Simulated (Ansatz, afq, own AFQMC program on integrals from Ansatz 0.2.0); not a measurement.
## HClF, doublet in cc-pVTZ, levels against CCSDT(Q)

```json
{"atom": "Cl", "x (Å)": "0.0000", "y (Å)": "0.0000", "z (Å)": "-1.2940"}
{"atom": "H", "x (Å)": "0.0000", "y (Å)": "0.0000", "z (Å)": "0.1390"}
{"atom": "F", "x (Å)": "0.0000", "y (Å)": "0.0000", "z (Å)": "1.1550"}
```

Connectivity, by distances: Cl ··· F, 1 bridging H.

Basis cc-pVTZ. Noble-gas cores (and the filled d shells of Ga–Kr and In–Xe) are frozen. Integrals, coupled cluster, full CI and functionals: Ansatz 0.2.0; the random walks run on the same integrals in our own AFQMC program. ph-AFQMC/CISD is guided by a CISD state made of CCSD amplitudes; releasing the constraint for a short imaginary time cuts its bias at the price of noise, slowly where states lie close. Uncertainties: one standard error, sampling alone.

Determinant: UHF, the one that the program's search chose, which needn't be the lowest solution. The geometry is a point of a scan.

No full CI on the walks' own integrals is used here; CCSDT(Q) serves as the reference and is uncertain by about the last step of the cluster series.

Cautions: the search met a lower determinant of the same kind, perhaps of another symmetry (125 meV lower); the ph-AFQMC/CISD walk drifts between its halves (2.3 errors).

```
T1 diagnostic                               : 0.0124
weight of the determinant in the CISD state : 0.879
⟨S²⟩ of the determinant                     : 0.784
size of the correlated space                : 15 electrons in 72 orbitals
```

Reference: CCSDT(Q), correlation energy -13.296 eV. The released energy is read at 0.99 1/Eh, later times being too noisy (meV from the phaseless value at times in 1/Eh: -8 ± 7 at 0.24, -20 ± 7 at 0.51, -5 ± 8 at 0.99, -12 ± 23 at 1.50).

```json
{"level": "HF", "E − E(reference) (mEh)": "488.62", "share of correlation (%)": "0.00"}
{"level": "MP2", "E − E(reference) (mEh)": "40.55", "share of correlation (%)": "91.70"}
{"level": "CCSD", "E − E(reference) (mEh)": "16.45", "share of correlation (%)": "96.63"}
{"level": "CCSD(T)", "E − E(reference) (mEh)": "1.43", "share of correlation (%)": "99.71"}
{"level": "CCSDT", "E − E(reference) (mEh)": "0.68", "share of correlation (%)": "99.86"}
{"level": "ph-AFQMC/HF", "E − E(reference) (mEh)": "6.54 ± 1.09", "share of correlation (%)": "98.66"}
{"level": "ph-AFQMC/CISD", "E − E(reference) (mEh)": "0.64 ± 0.20", "share of correlation (%)": "99.87"}
{"level": "released AFQMC", "E − E(reference) (mEh)": "0.47 ± 0.30", "share of correlation (%)": "99.90"}
```

A walk keeps the symmetry of its determinant, which the program's search chose and which needn't be the lowest solution, so a lower state of the same spin and another symmetry isn't excluded. Released energies are given only where the last usable release times agree within the noise; a slower fall can still hide under it.
